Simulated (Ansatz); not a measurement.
# Relaxing Cu3F2

All numbers below come from Ansatz, DFT PBE, scalar-relativistic, plane waves, PAW. Cutoff 420 eV, Γ-centred k mesh, Gaussian smearing, no spin polarisation in the final step.

The start puts Cu3F2 on the anti-A-type sesquioxide structure type (P-3m1, No. 164), with F in place of La, Cu in place of O, at a guessed volume.

```yaml
crystal:
  lattice:
    - [3.50939, 0.00000, 0.00000]
    - [-1.75470, 3.03922, 0.00000]
    - [0.00000, 0.00000, 5.46004]
  atoms:
    - { symbol: Cu, position: [0.00000, 0.00000, 0.00000] }
    - { symbol: Cu, position: [0.33333, 0.66667, 0.64500] }
    - { symbol: Cu, position: [0.66667, 0.33333, 0.35500] }
    - { symbol: F, position: [0.33333, 0.66667, 0.24500] }
    - { symbol: F, position: [0.66667, 0.33333, 0.75500] }
```

Cell and atoms relax at zero pressure; the relaxation can't lower the symmetry of the start. After a coarse first stage the cell is made exact in the group found at 0.06 Å.

Energies over the elements count from the elements' standard structures at the same level (F₂ as a molecule), with no empirical corrections.

Problem. Describe the relaxed structure.

Solution. It keeps P-3m1 (No. 164), but not the shape of the type it started on. Conventional cell: a = 2.749 Å, c = 8.549 Å. Cu on Wyckoff site a (1 atom of the primitive cell) is coordinated by 6 F at 2.27 Å and 6 Cu at 2.75 Å; around Cu on Wyckoff site d (2 atoms of the primitive cell) lie 3 F at 2.32 Å, 3 Cu at 2.48 Å and 6 Cu at 2.75 Å; around F lie 6 Cu at 2.27–2.32 Å and 6 F at 2.75 Å.

```xyz
5
Lattice="2.7492 0.0000 0.0000 -1.3746 2.3809 0.0000 0.0000 0.0000 8.5495" Properties=species:S:1:pos:R:3 pbc="T T T"
Cu    0.0000    0.0000    0.0000
Cu    0.0000    1.5873    5.2285
Cu    1.3746    0.7936    3.3210
F     0.0000    1.5873    1.6261
F     1.3746    0.7936    6.9233
```

Problem. What are its volume, energy, density and gap?

Solution. The volume per atom is 11.19 Å³. The density is 6.78 g/cm³, the energy over the elements is -0.68 eV/atom and the gap on the 18×18×6 mesh is 0 eV (a metal).

The final run used a 18×18×6 mesh on its 5-atom cell and 0.10 eV smearing. For metals, differences of a few meV/atom aren't resolved. Symmetry constrained the relaxation, so the result can be a saddle point. The steps took of the order of 5 core-minutes in all.